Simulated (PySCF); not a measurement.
# What PySCF settings do for PH

Base input, run as `python input.py` with PySCF 2.14:

```python
from pyscf import gto, dft
from pyscf.geomopt.geometric_solver import optimize

mol = gto.M(
    atom='P 0 0 0; H 0 0 1.316',
    basis='jorge-dzp-dkh',
    charge=0,
    spin=2,
    verbose=4,
)
mf = dft.ROKS(mol, xc='pw6b95')
mf = mf.sfx2c1e()
mf.kernel()
g = mf.nuc_grad_method()
g.grid_response = True
mol_eq = optimize(g.as_scanner(), maxsteps=30)
print('optimised geometry (angstrom)')
print(mol_eq.tostring('raw'))
print('orbital energies (hartree):', mf.mo_energy[..., max(0, mol.nelec[1]-3):mol.nelec[0]+3].round(4))
```

Base result: E(SCF) = -342.981343 Eh, 7 cycles, all at the start geometry; optimised bond 1.438 Å with E = -342.987869 Eh after 4 steps. The last line lists the levels of the start geometry. No search for the lowest solution was made.

Wall time 11 s on one thread of a shared host.

Each row names what differs from the base; energies in brackets are changes from the base.

| change | result |
| --- | --- |
| functional: pw6b95 → hcth407 | E(SCF) = -342.728468 Eh, 7 cycles, all at the start geometry; optimised bond 1.449 Å with E = -342.736084 Eh after 5 steps |
| basis set: jorge-dzp-dkh → 6-311++g**; spin-free X2C: on → off | the SCF does not converge, then it stops with RuntimeError (Nuclear gradients of <pyscf.scf.hf.ROKS_Scanner object> not converged) after the SCF |
| electric field along z (a.u.): none → 0.01; step after the SCF: optimize → analyze | E(SCF) = -342.985075 Eh (-0.1016 eV), 7 cycles, μz(SCF) = 1.21 D |
| step after the SCF: optimize → frequency; SCF type: ROKS → UHF; functional: pw6b95 → none (Hartree–Fock) [not at a minimum] | E(SCF) = -342.091982 Eh, 10 cycles, ⟨S²⟩ = 2.022, μz(SCF) = 0.78 D, wavenumbers 3156 cm⁻¹ |
| DIIS space: default → 20 | E(SCF) = -342.981343 Eh (+0.0000 eV), 7 cycles, all at the start geometry; optimised bond 1.438 Å with E = -342.987869 Eh after 4 steps |
| charge: 0 → 1; spin (2S): 2 → 1 [another spin of the ion may lie lower] | E(SCF) = -342.607869 Eh (+10.1627 eV), 7 cycles, all at the start geometry; optimised bond 1.442 Å with E = -342.615056 Eh after 4 steps |
| spin (2S): 2 → 0 | E(SCF) = -342.929186 Eh (+1.4192 eV), 7 cycles, all at the start geometry; optimised bond 1.436 Å with E = -342.935636 Eh after 4 steps |
| functional: pw6b95 → pbe1 [unsound on purpose] | stops with KeyError ("LibXCFunctional: name 'PBE1' not found.") |
| geometry: bond 1.316 → bond 1.277 | E(SCF) = -342.975718 Eh (+0.1530 eV), 7 cycles, all at the start geometry; optimised bond 1.438 Å with E = -342.987869 Eh after 5 steps |
| functional: pw6b95 → slater, [unsound on purpose] | E(SCF) = -340.211851 Eh, 8 cycles, all at the start geometry; optimised bond 1.482 Å with E = -340.222813 Eh after 5 steps |
| PCM solvent, dielectric constant: none → 4.71; step after the SCF: optimize → analyze | E(SCF) = -342.981923 Eh (-0.0158 eV), 7 cycles, μz(SCF) = 0.86 D |
| PCM solvent, dielectric constant: none → 20.5; step after the SCF: optimize → analyze | E(SCF) = -342.982072 Eh (-0.0199 eV), 7 cycles, μz(SCF) = 0.90 D |
| cycle limit: 50 → 2 [unsound on purpose] | the SCF does not converge, then it stops with RuntimeError (Nuclear gradients of <pyscf.scf.hf.sfX2C1eROKS_Scanner object> not converged) after the SCF |
| basis set: jorge-dzp-dkh → pcseg-1; spin-free X2C: on → off | E(SCF) = -342.142525 Eh, 7 cycles, all at the start geometry; optimised bond 1.433 Å with E = -342.148779 Eh after 3 steps |
| density fitting: none → cc-pvdz-jkfit | E(SCF) = -342.981346 Eh (-0.0001 eV), 7 cycles, all at the start geometry; optimised bond 1.438 Å with E = -342.987875 Eh after 4 steps |
| functional: pw6b95 → bp86 | E(SCF) = -342.727923 Eh, 7 cycles, all at the start geometry; optimised bond 1.456 Å with E = -342.736148 Eh after 5 steps |
| level shift (hartree): none → 5 [unsound on purpose] | the SCF does not converge, then it stops with RuntimeError (Nuclear gradients of <pyscf.scf.hf.sfX2C1eROKS_Scanner object> not converged) after the SCF |
| step after the SCF: optimize → mp2; SCF type: ROKS → UHF; functional: pw6b95 → none (Hartree–Fock); frozen orbitals: default → 5 | E(SCF) = -342.091982 Eh, 10 cycles, E(MP2) − E(SCF) = -0.08292 Eh, ⟨S²⟩ = 2.022, μz(SCF) = 0.78 D |
| functional: pw6b95 → r2scan | E(SCF) = -342.660638 Eh, 7 cycles, all at the start geometry; optimised bond 1.442 Å with E = -342.667603 Eh after 4 steps |
| geometry: bond 1.316 → bond 1.355 | E(SCF) = -342.985043 Eh (-0.1007 eV), 7 cycles, all at the start geometry; optimised bond 1.438 Å with E = -342.987869 Eh after 4 steps |
| PCM solvent, dielectric constant: none → 32.6; step after the SCF: optimize → analyze | E(SCF) = -342.982090 Eh (-0.0203 eV), 7 cycles, μz(SCF) = 0.91 D |
| electric field along z (a.u.): none → -0.01; step after the SCF: optimize → analyze | E(SCF) = -342.979685 Eh (+0.0451 eV), 7 cycles, μz(SCF) = 0.15 D |

Order these changes by how far they move the SCF energy from the base, largest first: (1) electric field along z (a.u.): none → -0.01; step after the SCF: optimize → analyze; (2) electric field along z (a.u.): none → 0.01; step after the SCF: optimize → analyze; (3) geometry: bond 1.316 → bond 1.277; (4) geometry: bond 1.316 → bond 1.355.

(3) +0.1530 eV, (2) -0.1016 eV, (4) -0.1007 eV, (1) +0.0451 eV.
